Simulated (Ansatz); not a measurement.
Basis-set extrapolation for BH3S (`BS`) (PBE0-D4/def2-TZVP geometry, frozen core, Ansatz 0.2.0). Multiplicity 1, RHF reference.

```tsv
	cc-pV(T+d)Z	cc-pV(Q+d)Z
HF	-424.002770	-424.008034
MP2 correlation	-0.286149	-0.308118
CCSD(T) correlation	-0.332921	-0.352829
```

Energies in hartree. Use E(X) = E(∞) + A·exp(−5.46·√X) for Hartree–Fock and E(X) = E(∞) + B·X^(−3.05) for correlation, with X = 3 and 4.

Problem. What is the CCSD(T) energy at the basis-set limit?

Solution. HF limit: -424.008034 + (-0.005264) × 0.30130 = -424.00962. Correlation limit: -0.352829 + (-0.019908) × 0.71189 = -0.36700. Total: -424.37662 hartree, 107.5 kJ/mol below CCSD(T)/cc-pV(T+d)Z.
